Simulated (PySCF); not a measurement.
methanol (CH4O), SMILES CO. Atoms are numbered in the order given.

```xyz
6

C     -0.0200     0.6641     0.0000
O      0.1223    -0.7474     0.0000
H     -0.5456     1.0252     0.8926
H      0.9863     1.0847     0.0000
H     -0.5456     1.0252    -0.8926
H     -0.7537    -1.1408     0.0000
```
Charge 0, spin multiplicity 1.

The structure is a stationary point at ωB97X-D3(BJ)/def2-TZVP.

Computed with r2SCAN/def2-TZVPD (PySCF).

Symmetry labels are those of the subgroup Cs that the program uses (full group Cs).

### Question
List the valence orbital energies around the gap with their symmetry. (The exact figures need the calculation; the answer reports its results.)

### Answer

```tsv
orbital	symmetry	energy (eV)
HOMO−7	A'	-274.14
HOMO−6	A'	-26.82
HOMO−5	A'	-17.69
HOMO−4	A'	-12.99
HOMO−3	A"	-11.07
HOMO−2	A'	-10.76
HOMO−1	A'	-8.34
HOMO	A"	-6.62
LUMO	A'	0.36
LUMO+1	A'	1.30
LUMO+2	A'	2.30
LUMO+3	A"	2.32
```
